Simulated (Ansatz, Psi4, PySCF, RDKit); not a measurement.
Gas-phase reaction in SMILES: C[C-](C)C → C[CH-]CC

Quantity: isomerisation energy (electronic), in kcal/mol. Set-up: valence correlation only; dispersion terms only where a functional's name holds one; spin-orbit terms left out; 6-31G* and kin with 6d, 5d where marked; 6-311+G** with 5d; non-relativistic. First-principles rows: single points at B3LYP-D3(BJ) geometries (Ansatz, an electronic-structure program). Force-field rows are steric energies at their own minima; these count from a zero that differs with the bonding, so a difference between isomers is a use outside their ground. Sets without +, aug- or the D of def2-TZVPD hold no diffuse functions, which anions need.

| level | program | isomerisation energy (electronic) (kcal/mol) |
|---|---|---|
| UFF steric energy | RDKit | -0.8 |
| MMFF94 steric energy | RDKit | -4.2 |
| HF/STO-3G | Ansatz | 4.9 |
| SVWN5/6-31G* | Ansatz | 6.9 |
| PBE/STO-3G | Ansatz | 8.5 |
| B3LYP/6-31G* | Ansatz | 4.4 |
| M06-2X/6-311+G** | PySCF | 4.8 |
| wB97X-D/6-311+G** | Psi4 | 4.3 |
| MP2/STO-3G | Ansatz | 6.4 |
| MP2/3-21G | Ansatz | 5.7 |
| PBE/def2-TZVPD | Ansatz | 5.1 |
| B3LYP/def2-TZVPD | Ansatz | 4.1 |
| wB97X-V/def2-TZVPD | Ansatz | 3.9 |

No value to compare with is used here. The 10 habitual levels span -4.2 (MMFF94 steric energy) to 8.5 kcal/mol (PBE/STO-3G); B3LYP/def2-TZVPD gives 4.1.

The levels are drawn from those run, B3LYP/6-31G* more often than the rest, none by its result; runs whose electronic state is in doubt are left out.
